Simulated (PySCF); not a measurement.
Q: Write a Z-matrix for InChI=1S/C5H10/c1-4-5(2)3/h4-5H,1H2,2-3H3 as optimised with GFN2-xTB.

A: 
Z-matrix in Å and degrees, rows numbered from 1:
```
C 
C   1  1.3191
C   2  1.4993  1  124.56
C   3  1.5299  2  109.94  1  -119.27
C   3  1.5299  2  109.96  1   119.07
H   1  1.0783  2  121.66  3    -0.03
H   1  1.0770  2  122.25  3  -179.97
H   2  1.0829  1  120.35  3   179.97
H   3  1.0950  2  108.90  1    -0.09
H   4  1.0877  3  110.53  2    58.80
H   4  1.0878  3  110.47  2   178.91
H   4  1.0880  3  110.34  2   -61.15
H   5  1.0881  3  110.35  2    60.99
H   5  1.0877  3  110.49  2   -58.92
H   5  1.0879  3  110.46  2  -179.03
```

The C–C distances run from 1.319 Å (C1=C2, drawn double) to 1.530 Å (C3–C5, drawn single), a spread of 0.211 Å. Of the pairs four or more bonds apart, H6···H9 is among the closest relative to their van der Waals radii: 2.40 Å, 100 % of the sum of Bondi's values.

The geometry is computed with GFN2-xTB (gas phase).

Point group: Cs (every atom within 0.08 Å of its image). No frequency check. The numbers are those of one conformer (C1–C2–C3–C4 -119°).
